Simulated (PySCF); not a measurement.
SiH₄⁻, doublet: computed properties

All numbers come from UPBE0 in PySCF with Si def2-TZVPD, H def2-TZVPD; no relativity; density-fitted integrals.

The structure is a minimum.

Coordinates in bohr (charge -1 multiplicity 2):
```
Si    0.0000    0.0000    0.0847
H     2.2656    0.0000   -1.6811
H     0.0000    3.0383    0.5056
H    -2.2656    0.0000   -1.6811
H     0.0000   -3.0383    0.5056
```

```json
{
 "Point group": "C2v",
 "Bond lengths": "Si–H 1.520 Å (×2), Si–H 1.623 Å (×2)",
 "Bond angles": "H–Si–H 94.8° (×4), H–Si–H 104.1°, H–Si–H 164.2°",
 "Entropy at 298.15 K and 1 bar (electronic part: spin only)": "228.1 J/(mol K)",
 "Rotational constants": "3.592, 2.406, 2.079 cm⁻¹",
 "Spin squared ⟨S²⟩": "0.757",
 "Dipole moment about the centre of mass": "0.06 D",
 "Zero-point energy": "66.7 kJ/mol",
 "Principal quadrupole moments (Buckingham, traceless) about the centre of mass": "-7.53, 2.72, 4.81 D Å",
 "Highest occupied level (α)": "1.77 eV",
 "Lowest empty level (β)": "4.41 eV",
 "Heat capacity Cp at 298.15 K": "46.8 J/(mol K)",
 "Enthalpy at 298.15 K above 0 K": "10.93 kJ/mol",
 "Principal polarisabilities": "60.0, 79.1, 102.1 bohr³",
 "Rotational symmetry number": "2"
}
```

Harmonic modes (masses in u: Si 27.977, H 1.008):
```tsv
symmetry	ω (cm⁻¹)	IR (km/mol)	μ (u)	type
b2	686	48.7	1.09	bend
a1	744	16.4	1.08	bend
a1	791	29.3	1.04	bend
b1	971	342	1.08	bend
a2	1017	0.0	1.01	bend
b1	1407	1530	1.05	stretch
a1	1499	0.9	1.01	stretch
a1	2022	139	1.03	stretch
b2	2022	353	1.05	stretch
```

In C2v the vibrations span 2b2 + 4a1 + 2b1 + a2. The a2 mode carries no infrared intensity, as symmetry demands.

Charges (e); Mulliken and Löwdin values are unreliable with diffuse functions:
```csv
atom,Mulliken,Löwdin,polar tensor,spin (Mulliken),Mayer order to Si1
Si1,-0.94,-0.03,0.40,0.72,–
"H2,4",-0.02,-0.23,-0.31,-0.03,1.02
"H3,5",-0.01,-0.26,-0.40,0.17,1.08
```

Mulliken populations on Si1: s 5.40, p 8.97, d 0.56, f 0.01.

The highest occupied level lies above zero, a sign of self-interaction error or too small a basis; response properties are unreliable. Only a few start shapes were tried, so a lower isomer may exist. The lowest empty level of this anion is unbound, so it and the gap depend on the basis.

The final relaxation and frequency run took 44 s on 4 threads of a shared Arm Neoverse V1 host, with 79 basis functions and 13 gradients; the process peaked at 1.1 GiB. Launch command: `OMP_NUM_THREADS=4 python axn.py task.json out`.
